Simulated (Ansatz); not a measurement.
Basis-set extrapolation for `[CH2][SiH2]Cl` radical (PBE0-D4/def2-TZVP geometry, frozen core, the Gaussian-basis code of Ansatz). Multiplicity 2, UHF reference.

```tsv
	def2-TZVPP	def2-QZVPP
HF	-788.684554	-788.708428
MP2 correlation	-0.454472	-0.493725
CCSD(T) correlation	-0.522035	not run
```

Energies in hartree. Use E(X) = E(∞) + A·exp(−7.88·√X) for Hartree–Fock and E(X) = E(∞) + B·X^(−2.97) for correlation, with X = 3 and 4, and add CCSD(T) minus MP2 of the smaller set to the MP2 limit.

**Question.** What is the CCSD(T) energy at the basis-set limit?

**Answer.** HF limit: -788.708428 + (-0.023874) × 0.13774 = -788.71172. MP2 limit: -0.493725 + (-0.039253) × 0.74074 = -0.52280. Higher-order term: -0.522035 − (-0.454472) = -0.06756. Total: -789.30208 hartree, 59.9 kcal/mol below CCSD(T)/def2-TZVPP.
